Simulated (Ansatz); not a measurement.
**How methods differ on CH5B− (SMILES [BH2-]C)**

CH5B−: 7 atoms, total charge -1, spin state doublet. SMILES: `[BH2-]C`. The shape is that of a GFN2-xTB optimisation.

```xyz
7

B    -0.3676   -0.8767    0.2964
C     0.1299    0.6579   -0.0109
H     0.5664   -1.6521    0.5729
H    -1.1113   -1.3401   -0.5876
H     0.7138    1.0900    0.8179
H     0.7794    0.7702   -0.9090
H    -0.7106    1.3507   -0.1797
```

Quantity: the energy change with the C2–H6 bond stretched from 1.114 to 1.671 Å, in eV. The values are calculated.

| level | kind | program | value (eV) | CPU time (all runs) |
| --- | --- | --- | --- | --- |
| U-revPBE/STO-3G | GGA | Ansatz | ? | 3.3 s |
| UBLYP/STO-3G | GGA | Ansatz | 1.68 | 3.3 s |
| UPBE/STO-3G | GGA | Ansatz | 1.83 | 3.3 s |
| U-wB97M-V/STO-3G | range-separated hybrid | Ansatz | 2.26 | 42 s |
| UCAM-B3LYP/STO-3G | range-separated hybrid | Ansatz | ? | 3.8 s |
| UHSE06/STO-3G | range-separated hybrid | Ansatz | 2.23 | 4.5 s |
| RPA@PBE/STO-3G | RPA | Ansatz | 1.98 | 3.8 s |
| UCCSD(T)/STO-3G | coupled cluster or CI | Ansatz | 2.13 | 0.4 s |
| FCI/STO-3G | exact in the basis | Ansatz | 2.11 | 55 s |

Task: Estimate what the levels marked ? give.

Result: As computed at these levels: U-revPBE/STO-3G: 1.78 eV; UCAM-B3LYP/STO-3G: 2.28 eV. Sets without diffuse functions describe the anion poorly. The first shape isn't each level's own minimum. The values span 1.68 to 2.28 eV. Spin contamination of the reference (⟨S²⟩ at least 0.1 too high) touches UCCSD(T)/STO-3G. All rows use very small basis sets, so even the best lies far from the true value. Times are those of the runs behind each value, whatever else they computed, on shared processors of several kinds: orders of magnitude only.
